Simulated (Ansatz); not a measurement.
# Al2+ (quartet): wave-function methods side by side, cc-pVDZ

How much of the correlation energy of Al2+ (quartet) does each wave-function method recover here?

Computed with Ansatz 0.2.0, Gaussian basis. Level: cc-pVDZ, core rule «outside noble gas», up to 10 orbitals frozen.

To be run: UHF; CCSD(T) on ROHF; CCSD(T) on UHF; BCCD(T) on ROHF; CISD; CCSDT(Q) on ROHF; CCSDT(Q) on UHF; CISDTQ; CASSCF and MRCISD+Q, 5 electrons in 8 orbitals; CASSCF and NEVPT2, 5 electrons in 8 orbitals; Full CI.

15 further runs of the same task are left out: 3 that didn't finish, 12 set aside as unsound or not needed.

**1. The geometry**

The geometry is a PBE0/def2-TZVP stationary point (not a proven minimum) of the parent state, kept for this charge and spin.

2 atoms, charge 1, spin multiplicity 4.

Atoms are counted from 1 here; the program's logs count them from 0.

Bond lengths: Al1–Al2 2.479 Å.

Coordinates:

```xyz
2
Al2
Al    0.00000    0.00000    0.00000
Al    0.00000    0.00000    2.47884
```

**2. UHF**

File in.yaml:

```yaml
crystal:
  periodic: [false, false, false]
  atoms:
    - {symbol: Al, position_ang: [0.000000, 0.000000, 0.000000]}
    - {symbol: Al, position_ang: [0.000000, 0.000000, 2.478843]}
basis:
  gaussian: {orbitals: cc-pVDZ}
total_charge: 1
magnetization: {spin_polarized: true, initial_magnetization: 3}
hamiltonian: {xc: hf}
output: {orbitals: {seedname: orbitals}}
```

On the command line:

```
$ ansatz run in.yaml --threads 1 --pin off --events-out ev --progress --plain --max-ram 2393MiB
```

The runs that follow: CCSD(T) on ROHF; CCSD(T) on UHF; BCCD(T) on ROHF; CISD; CCSDT(Q) on ROHF; CCSDT(Q) on UHF; CISDTQ; CASSCF and MRCISD+Q, 5 electrons in 8 orbitals; CASSCF and NEVPT2, 5 electrons in 8 orbitals; Full CI.

**Question.** What will the summary of the whole plan be? Wanted: FCI below the RHF energy; RMP2 from FCI; UMP2 from FCI; RCCSD from FCI; RCCSD(T) from FCI; UCCSD(T) from FCI; RCCSDT(Q) from FCI; UCCSDT(Q) from FCI; NEVPT2 valence from FCI.

As calculated:

| quantity | value |
| --- | --- |
| FCI below the RHF energy | -1.9070 eV |
| RMP2 from FCI | +14.44 kcal/mol |
| UMP2 from FCI | +14.35 kcal/mol |
| RCCSD from FCI | +2.60 kcal/mol |
| RCCSD(T) from FCI | +0.83 kcal/mol |
| UCCSD(T) from FCI | +0.81 kcal/mol |
| RCCSDT(Q) from FCI | +0.03 kcal/mol |
| UCCSDT(Q) from FCI | +0.01 kcal/mol |
| NEVPT2 valence from FCI | +6.23 kcal/mol |
| MRCISD+Q valence from FCI | +0.09 kcal/mol |
| levels within 1 kcal/mol (43 meV) | RCCSD(T), UCCSD(T), BCCD(T), RCCSDT, UCCSDT, CISDTQ, RCCSDT(Q), UCCSDT(Q), MRCISD valence, MRCISD+Q valence |
| T1 diagnostic | 0.030 |
| effectively unpaired electrons | 3.05 |

**Reading.** RCCSD(T) lands +0.83 kcal/mol from the yardstick (1.9 % of the correlation energy). One determinant dominates. Of the multireference levels listed MRCISD+Q valence comes nearest in total energy (+0.09 kcal/mol), which doesn't show that its space is the better one. These misses are within one basis, not against nature; the frozen cores of restricted and unrestricted runs differ, which can shift their rows.
